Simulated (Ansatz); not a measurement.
**MgPH (quintet): the correlation ladder, def2-QZVPP**

One table from this session's results is given with a row withheld; the runs are named, their logs left out.

Method: def2-QZVPP, core rule «outside noble gas», up to 10 orbitals frozen; program: Ansatz 0.2.0, Gaussian basis.

The runs, in order: UHF; ROHF; CCSD(T) on UHF.

2 further runs of the same task are left out: 2 set aside as unsound or not needed.

## What is computed

The geometry is a PBE0/def2-TZVP stationary point (not a proven minimum) of the parent state, kept for this charge and spin.

3 atoms, charge 0, spin multiplicity 5.

Atoms are counted from 1 here; the program's logs count them from 0.

Bond lengths: P1–Mg2 2.462 Å, Mg2–H3 1.704 Å. Angles: P1–Mg2–H3 180.0°.

The first run:

in.yaml

```yaml
crystal:
  periodic: [false, false, false]
  atoms:
    - {symbol: P, position_ang: [0.000000, 0.000000, 2.209624]}
    - {symbol: Mg, position_ang: [0.000000, 0.000000, -0.252681]}
    - {symbol: H, position_ang: [0.000000, 0.000000, -1.956943]}
basis:
  gaussian: {orbitals: "def2-QZVPP.json"}
magnetization: {spin_polarized: true, initial_magnetization: 4}
hamiltonian: {xc: hf}
output: {orbitals: {seedname: orbitals}}
```

On the command line:

```sh
$ ansatz run in.yaml --threads 1 --pin off --events-out ev --progress --plain --max-ram 2393MiB
```

Among the steps run: UHF; ROHF; CCSD(T) on UHF.

One of the session's tables, all rows but one given; the rest of the session is left out.

| method | from UCCSD(T) (kJ/mol) |
| --- | --- |
| ROHF | +450.9 |
| UHF | +444.9 |
| UMP2 | +87.8 |
| UCCSD | ? |
| UCCSD(T) | 0 |

**Question.** Estimate the row for UCCSD.

The run gave: from UCCSD(T) (kJ/mol): +19.5. In the column «from UCCSD(T) (kJ/mol)» it lies between UCCSD(T) (0) and UMP2 (+87.8).
